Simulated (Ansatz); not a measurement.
## C2HFN2O, SMILES Fc1ncno1: a comparison of dispersion corrections, step by step

Program: the Python package of Ansatz (0.2.0).

Run as a notebook:

**Cell 1**
```python
from dataclasses import dataclass

import ansatz
```

**Cell 2**
```python
@dataclass(frozen=True)
class Settings:
    basis: str = "def2-SVP"
```

**Cell 3**
```python
cfg = Settings()
```

**Cell 4**
```python
GEOMETRY = """
F     2.32480   -0.41530    0.00540
C     1.02060   -0.09580    0.00280
N     0.05700   -0.98980   -0.00490
C    -1.05800   -0.20410   -0.00450
N    -0.83860    1.11300    0.00300
O     0.55890    1.19180    0.00800
H    -2.06460   -0.59970   -0.00980
"""
```

**Cell 5**
```python
mol = ansatz.Crystal.molecule()
for line in GEOMETRY.strip().splitlines():
    symbol, *xyz = line.split()
    mol = mol.atom(symbol, [float(v) for v in xyz])
```

**Cell 6**
```python
model = mol.calculation().basis(gaussian=cfg.basis)
for name in ["pbe", "b3lyp"]:
    for correction in ("d3bj", "d4"):
        report = model.functional(name, dispersion=correction).run(threads=1).report
        print(f"{name:8s} {correction:5s} total {report['free_energy_ev']:.5f} eV, of which dispersion {1000 * report['dispersion']['energy']['ev']:.2f} meV")
```
Output:
```text
pbe      d3bj  total -9814.65081 eV, of which dispersion -130.60 meV
pbe      d4    total -9814.66457 eV, of which dispersion -144.36 meV
b3lyp    d3bj  total -9824.51701 eV, of which dispersion -226.04 meV
b3lyp    d4    total -9824.52354 eV, of which dispersion -232.57 meV
```

Caveats:
- Total energies depend on the basis set; only differences at equal settings carry meaning.
- The geometry is a force-field or estimated start, not a minimum of this method, and the basis set is short of its limit. D4 holds the three-body term, and d3bj doesn't.
- b3lyp holds the VWN-RPA fit, as in Gaussian; the form of ORCA and Turbomole is b3lyp5.
- Finished in 9.2 s on 1 thread of Arm Neoverse V2, with other jobs on the host, peak memory 0.23 GiB.
